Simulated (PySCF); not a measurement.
# One molecule, many functionals

Species: cis-1,2-difluoroethene, C2H2F2.
Numbering: `[F:1]/[CH:2]=[CH:3]\[F:4]` (hydrogens: H5 on C2; H6 on C3)

Linear-response calculations in the def2-SVPD basis (PySCF; singlets by full response, triplets Tamm–Dancoff, core orbitals frozen in the response; HF means time-dependent Hartree–Fock). 'Strongest' is the level of largest summed f among the singlets computed (10 roots, of which the last may lack a degenerate partner); it can jump between rows when another state enters that window. S1 is the lowest singlet of each run and needn't be the same state throughout; f(S1) is that of one state. Geometry: PBE0-D3(BJ)/def2-SVP; no solvent, vibrations or thermal averaging.

```
functional                               kind  S1 (eV)  f(S1)  strongest (eV)  T1 (eV)  HOMO (eV)  gap (eV)  ionisation energy, ΔSCF (eV)
       LDA                                LDA     6.28  0.020            7.55     4.77      -6.54      5.51                         10.49
       PBE                                GGA     6.17  0.018            7.56     4.54      -6.34      5.56                         10.20
     B3LYP  global hybrid, 20% exact exchange     6.45  0.022            7.72     4.49      -7.47      7.42                         10.40
      PBE0  global hybrid, 25% exact exchange     6.65  0.023            7.83     4.43      -7.68      7.94                         10.34
 BHandHLYP  global hybrid, 50% exact exchange     6.85  0.028            7.95     4.35      -8.91      9.94                         10.36
 CAM-B3LYP             range-separated hybrid     6.63  0.023            7.78     4.42      -9.10     10.27                         10.44
   LC-wPBE             range-separated hybrid     7.02  0.022            7.85     4.27     -10.43     12.69                         10.41
        HF                       Hartree–Fock     7.32  0.043            8.16     3.89     -10.66     13.18                   not settled
```

Question: What does wB97X-D (range-separated hybrid) give?

Answer: S1 (eV) 6.87, f(S1) 0.029, strongest (eV) 7.85, T1 (eV) 4.58, HOMO (eV) -9.58, gap (eV) 11.71, ionisation energy, ΔSCF (eV) 10.36. S1 runs from 6.17 eV (PBE) to 7.32 eV (HF), a spread of 1.15 eV, while the orbital gap spreads over 7.7 eV. Along PBE (0%), B3LYP (20%), PBE0 (25%), BHandHLYP (50%), HF (100%) S1 rises with the share of exact exchange. −ε(HOMO) comes closest to its own ΔSCF ionisation energy with LC-wPBE (+0.03 eV) and misses most with LDA (-3.95 eV). 'Not settled' means that the ion's SCF failed to converge or may have ended in another state than the lowest.
